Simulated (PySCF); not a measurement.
# From computed data to an observable: chemical shift, span and skew from a shielding tensor

C2H, SMILES C#[C] (connectivity only; charge and spin as stated), charge +1, multiplicity 1. Atoms are numbered in the order given.

```xyz
3

C      0.0440    -0.7889     0.0000
C     -0.1025     0.5340     0.0000
H      0.3511     1.5292     0.0000
```
Charge +1, spin multiplicity 1.

Geometry optimised at B3LYP-D3(BJ)/def2-TZVPD. The multiplicity is an assumed one; other spin states were not compared. The isomer is the one that the SMILES or the coordinates give; other isomers of the formula were not compared.

GIAO shieldings from B3LYP/pcSseg-2 run with PySCF, non-relativistic, no solvent. The symmetric part of the tensor of C2 has the principal values -420.3, 4484.6, 7817.4 ppm. The same nucleus in TMS has σ = 181.3 ppm at this level (PySCF, at its B3LYP-D3(BJ)/def2-TZVP geometry).

Task: Work out the isotropic shielding, the ¹³C shift against TMS, the span and the skew.

Result: 
σ(iso) = (σ11 + σ22 + σ33)/3 = 3960.6 ppm. δ = σ(ref) − σ(iso) = 181.3 − (3960.6) = -3779.3 ppm.
Span Ω = σ33 − σ11 = 8237.7 ppm. Skew κ = 3(σ(iso) − σ22)/Ω = -0.19. Tumbling in solution averages the tensor to δ; in a static solid the shielding alone would spread this spin-1/2 line over Ω.
